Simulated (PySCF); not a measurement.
Calculated NMR parameters of C=CC(F)(F)F

- Formula: C3H3F3
- SMILES: C=CC(F)(F)F
- InChI: InChI=1S/C3H3F3/c1-2-3(4,5)6/h2H,1H2
- Point group of the computed structure: Cs
- Degrees of unsaturation: 1
- Carbon signals: 3
- Proton signals: 3

Atom-mapped SMILES (the numbers label the heavy atoms): `[CH2:1]=[CH:2][C:3]([F:4])([F:5])[F:6]`. Hydrogens are named by the atom that carries them. Ha(C1) is cis to C3; Hb(C1) is trans to C3.

PySCF 2.14.0 with density-fitted response routines calculation with shielding tensors at PBE0/pcSseg-1 (GIAO), structure optimised with PBE0-D3(BJ)/def2-SVP and B3LYP/pcJ-1 coupling constants; fast rotation and ring inversion assumed for equivalent nuclei, gas phase, non-relativistic Hamiltonian, one computed conformer.

Referencing at the same level of theory: TMS for ¹H, ¹³C; ¹⁹F vs CFCl3.

```tsv
carbon	δC, type	δH (multiplicity, J in Hz)	HMBC from (abs. J ≥ 3 Hz)	span of the C tensor (ppm)
C1	131.0, CH2	Hb(C1) 5.90 (m); Ha(C1) 6.23 (m)	–	241
C2	136.1, CH	6.00 (m)	Ha(C1)	212
C3	127.2, C	–	Ha(C1), H(C2), Hb(C1)	12
```

Other nuclei:
```csv
atoms,nucleus,environment,δ (ppm),σ (ppm)
F4/F5/F6,¹⁹F,fluorine of a CF3 group,-83.2,260.4
```

Selected couplings (Hz, signed; the shortest-range and largest first, 30 at most; isotopes ¹³C, ¹⁹F, ¹H): ¹J(C3,F4) -335.8, ¹J(C2,H(C2)) 174.2, ¹J(C1,Hb(C1)) 173.0, ¹J(C1,Ha(C1)) 171.5, ¹J(C1,C2) 82.8, ¹J(C2,C3) 81.4, ²J(C2,F4) 38.0, ²J(Hb(C1),Ha(C1)) 1.2, ³J(Ha(C1),H(C2)) 19.0, ³J(Hb(C1),H(C2)) 12.1, ³J(C1,F4) 6.4, ³J(F4,H(C2)) 6.1, ⁴J(F4,Ha(C1)) -2.0.

1. Carbon types of the structure: 1 × C, 1 × CH, 1 × CH2, which accounts for all hydrogens.
2. δC 136.1: alkene CH; the olefinic region.
3. δC 131.0: terminal =CH2 carbon; as expected for a trigonal carbon in a double bond.
4. δC 127.2: CF3 carbon; 3 electronegative neighbours deshield it.
5. δH 6.23, 5.90: hydrogen on a terminal =CH2 carbon; olefinic region.
6. δH 6.00: hydrogen on an alkene CH; attached to an sp2 carbon and in the plane of the double bond.

Common functionals overestimate the size of one-bond C–F couplings by tens of Hz; these are unscaled. Splittings below 1 Hz are ignored in the labels, and close J values are merged. Unscaled 3J(H,H) at this level run about 9 % above measured values. Shifts are as computed. Against solution values, carbons near 30 ppm lie about +2 ppm off and those near 130 ppm about +4 ppm. Of 246 compounds with measured shifts, 49 miss one by over three times the rms of a fit or turn the order of signals round; such compounds aren't used in these exercises. Unscaled 19F shifts against computed CFCl3 carry errors that often reach 10 to 50 ppm.
